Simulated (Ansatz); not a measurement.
# C2H3F2N: a ladder of functionals and wavefunction methods

One table from this session's results is given with a row withheld; the runs are named, their logs left out.

Method: functionals in def2-TZVPP, the program's frozen cores in correlated methods; program: Ansatz 0.2.0, Gaussian basis.

The runs, in order: LDA (SPW92), PBE-D4, revPBE-D4, BLYP-D4, r2SCAN-D4, B97M-V, PBE0-D4, B3LYP-D4, r2SCANh-D4, r2SCAN0-D4, HSE06-D4, BHLYP-D4, CAM-B3LYP-D4, LC-ωPBE, ωB97X-V, ωB97M-V, B2PLYP, PBE-QIDH; CCSD(T)/def2-SVP; CCSD(T)/def2-TZVPP; MP2/def2-QZVPP; extrapolation to the limit; RPA on PBE.

## The relaxed structure

The geometry comes from an earlier relaxation with PBE0-D4 in a triple-zeta def2 set; it is a stationary point, not always the lowest conformer.

SMILES `N=CC(F)F`, 8 atoms, charge 0, spin multiplicity 1.

Atoms are counted from 1 here; the program's logs count them from 0.

Bond lengths: N1–C2 1.258 Å, N1–H6 1.020 Å, C2–C3 1.501 Å, C2–H7 1.096 Å, C3–F4 1.357 Å, C3–F5 1.357 Å, C3–H8 1.092 Å. Angles: C2–N1–H6 111.4°, N1–C2–C3 119.1°, N1–C2–H7 126.0°, C3–C2–H7 114.9°, C2–C3–F4 109.3°, C2–C3–F5 109.3°, C2–C3–H8 112.2°, F4–C3–F5 107.2°, F4–C3–H8 109.4°, F5–C3–H8 109.4°.

The first run:

Contents of in.yaml:

```yaml
crystal:
  periodic: [false, false, false]
  atoms:
    - {symbol: N, position_ang: [-1.229514, 0.897474, 0.254275]}
    - {symbol: C, position_ang: [-0.122577, 0.523140, -0.212947]}
    - {symbol: C, position_ang: [0.420659, -0.818554, 0.184304]}
    - {symbol: F, position_ang: [0.610871, -1.571759, -0.927936]}
    - {symbol: F, position_ang: [1.633355, -0.654791, 0.770105]}
    - {symbol: H, position_ang: [-1.485896, 1.822070, -0.090479]}
    - {symbol: H, position_ang: [0.510639, 1.092093, -0.903766]}
    - {symbol: H, position_ang: [-0.245235, -1.346773, 0.870544]}
basis:
  gaussian: {orbitals: def2-TZVPP}
hamiltonian: {xc: lda}
output: {orbitals: {seedname: orbitals}}
```

Launch:

```sh
$ ansatz run in.yaml --threads 2 --pin off --events-out ev --progress --plain --max-ram 4352MiB
```

Among the steps run: LDA; PBE-D4 (GGA); revPBE-D4 (GGA); BLYP-D4 (GGA); r2SCAN-D4 (meta-GGA); B97M-V (meta-GGA); PBE0-D4 (hybrid); B3LYP-D4 (hybrid); r2SCANh-D4 (hybrid); r2SCAN0-D4 (hybrid); HSE06-D4 (hybrid); BHLYP-D4 (hybrid); CAM-B3LYP-D4 (range-separated); LC-ωPBE (range-separated); ωB97X-V (range-separated); ωB97M-V (range-separated); B2PLYP (double hybrid); PBE-QIDH (double hybrid).

One of the session's tables, all rows but one given; the rest of the session is left out.

It belongs to the step «Orbital energies across the functionals». 

| functional | HOMO (eV) | gap (eV) |
| --- | --- | --- |
| LDA (SPW92) | -6.94 | 4.37 |
| PBE-D4 | ? | ? |
| revPBE-D4 | -6.79 | 4.63 |
| BLYP-D4 | -6.78 | 4.63 |
| r2SCAN-D4 | -7.19 | 5.12 |
| B97M-V | -7.39 | 5.46 |
| PBE0-D4 | -8.44 | 7.32 |
| B3LYP-D4 | -8.23 | 6.83 |
| r2SCANh-D4 | -7.79 | 6.14 |
| r2SCAN0-D4 | -8.68 | 7.67 |
| HSE06-D4 | -8.03 | 6.52 |
| BHLYP-D4 | -10.02 | 10.16 |
| CAM-B3LYP-D4 | -9.95 | 10.05 |
| LC-ωPBE | -11.28 | 12.66 |
| ωB97X-V | -10.95 | 12.26 |
| ωB97M-V | -10.86 | 12.08 |

Estimate the missing values for PBE-D4.

As computed: HOMO (eV): -6.84; gap (eV): 4.57. In the column «HOMO (eV)» it lies between LDA (SPW92) (-6.94) and revPBE-D4 (-6.79).
